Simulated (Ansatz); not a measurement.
Electronic dielectric constant ε∞ of some tetrahedrally bonded semiconductors and semimetals

Method: PBE in Ansatz (PAW). References are measured values at room or unstated temperature, uncorrected unless marked, so that the deviations hold thermal and zero-point effects besides the level's error. The table is a random draw of 6 from 9 solids with such references.

```tsv
solid	reference	PBE	deviation (%)
diamond	5.7	5.85	+2.6
3C-SiC	6.52	7.00	+7.4
cubic BN	4.5	4.61	+2.4
zinc-blende ZnS	5.13	5.95	+16.0
zinc-blende CuI	4.84	6.37	+32
zinc-blende CuCl	3.61¶	?	?
```

Q: Estimate the withheld PBE value.

A: The deviations of the other rows run from +2.4 % to +32 %, with a median of +7.4 %; carried to the reference 3.61 it gives 3.88. The run gives 5.27 (+46 %), +36 % from the estimate, outside the range of the other rows; the row was drawn at random, and such an estimate is rough. Over these 6 solids the mean deviation is +17.7 %, the mean absolute deviation 17.7 % (median 11.7 %), and the worst case zinc-blende CuCl at +46 %; the value is too high in 6 of 6 cases. Over all 9, from unrounded values, the mean deviation is +14.7 % and the mean absolute deviation 14.7 % (median 8.8 %).

Spin–orbit coupling is left out, also for the solids with elements from indium on (zinc-blende CuI); its size isn't shown.

¶ marks references of a special kind: zinc-blende CuCl, 3.61 (measured, room temperature, copied from a table, unchecked, long-wavelength limit of the electronic terms of a dispersion formula fitted to measured refractive indices over 0.43-2.5 um; lattice terms left out; as tabulated in Feldman and Horowitz (1969), doi:10.1364/josa.59.001406).

Differences are worked out from the printed values.

Each level is taken at its own relaxed cell. Ansatz's density-functional and Hartree–Fock values are scalar-relativistic unless marked +SOC, with PAW data made under PBE.

Ansatz's runs of these crystals have no spin polarisation.

Not in this set, of the tetrahedrally bonded semiconductors and semimetals with a reference value in our tables and a result at some level: 7 for no value at PBE (not run, a failed fit, an unstable or unbound cell, or a value held back for tests); 3 for a run that failed a test (PBE); 1 for a doubt noted on the run at PBE. These can be a level's best or worst cases. At least 2 more with a reference value are held back for tests. Solids without a released value at any level aren't counted. Layered and molecular crystals are counted apart. The metals Ce to Yb are counted apart.

References as tabulated in Skelton et al. (2020), arXiv:2005.00277; Skone et al. (2014), arXiv:1501.03184; Li et al. (2018), arXiv:1803.04771; Feldman and Horowitz (1969), doi:10.1364/josa.59.001406.

Ansatz is a first-principles code.
